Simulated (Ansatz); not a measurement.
# CH4BO+: one structure at several levels

One table from this session's results is given with a row withheld; the runs are named, their logs left out.

Program: Ansatz 0.2.0, Gaussian basis. Level of theory: single points in def2-TZVPP. These are calculated values, not measurements.

Correlated methods freeze the cores. B3LYP uses VWN-RPA correlation.

### The system as given

SMILES `B[CH+]O`, 7 atoms, charge 1, spin multiplicity 1.

Atoms are counted from 1 here; the program's logs count them from 0.

Bond lengths: B1–C2 1.531 Å, B1–H4 1.025 Å, B1–H5 1.079 Å, C2–O3 1.338 Å, C2–H6 1.078 Å, O3–H7 0.915 Å. Angles: C2–B1–H4 122.7°, C2–B1–H5 117.4°, H4–B1–H5 119.7°, B1–C2–O3 133.7°, B1–C2–H6 111.8°, O3–C2–H6 113.8°, C2–O3–H7 121.2°.

Geometry (Å):

```xyz
7

B    -0.9862   -0.0855   -0.1794
C     0.4334    0.4083    0.1097
O     1.5849   -0.2065    0.4055
H    -1.3380   -0.2329   -1.1308
H    -1.6584   -0.1814    0.6592
H     0.4683    1.4793    0.2306
H     1.6935   -1.1036    0.2616
```

The first run:

run/in.yaml

```yaml
crystal:
  periodic: [false, false, false]
  atoms:
    - {symbol: B, position_ang: [-0.986200, -0.085500, -0.179400]}
    - {symbol: C, position_ang: [0.433400, 0.408300, 0.109700]}
    - {symbol: O, position_ang: [1.584900, -0.206500, 0.405500]}
    - {symbol: H, position_ang: [-1.338000, -0.232900, -1.130800]}
    - {symbol: H, position_ang: [-1.658400, -0.181400, 0.659200]}
    - {symbol: H, position_ang: [0.468300, 1.479300, 0.230600]}
    - {symbol: H, position_ang: [1.693500, -1.103600, 0.261600]}
basis:
  gaussian: {orbitals: def2-TZVPP}
total_charge: 1
correlation: {method: ccsd_t}
output: {forces: true}
```

No record of the launch command was kept for these runs.

Steps of the session up to this table: CCSD(T)/def2-TZVPP; PBE0-D4/def2-TZVPP; wB97M-V/def2-TZVPP; r2SCAN-D4/def2-TZVPP; PBE-D4/def2-TZVPP; B3LYP-D4/def2-TZVPP; HSE06-D4/def2-TZVPP.

One table of the session follows, with a row left open; its other results are not shown here.

| method | RMS force component (eV/Å) | angle to CCSD(T) forces (°) |
| --- | --- | --- |
| CCSD(T) | 2.592 | reference |
| PBE0-D4 | 2.714 | 5.0 |
| wB97M-V | 2.612 | 3.2 |
| r2SCAN-D4 | 2.649 | 6.6 |
| PBE-D4 | 2.714 | 8.8 |
| B3LYP-D4 | 2.605 | 4.3 |
| HSE06-D4 | ? | ? |

Q: Estimate the row for HSE06-D4 from the others.

**Answer.** RMS force component (eV/Å): 2.715; angle to CCSD(T) forces (°): 5.0. In the column «RMS force component (eV/Å)» it is the highest.
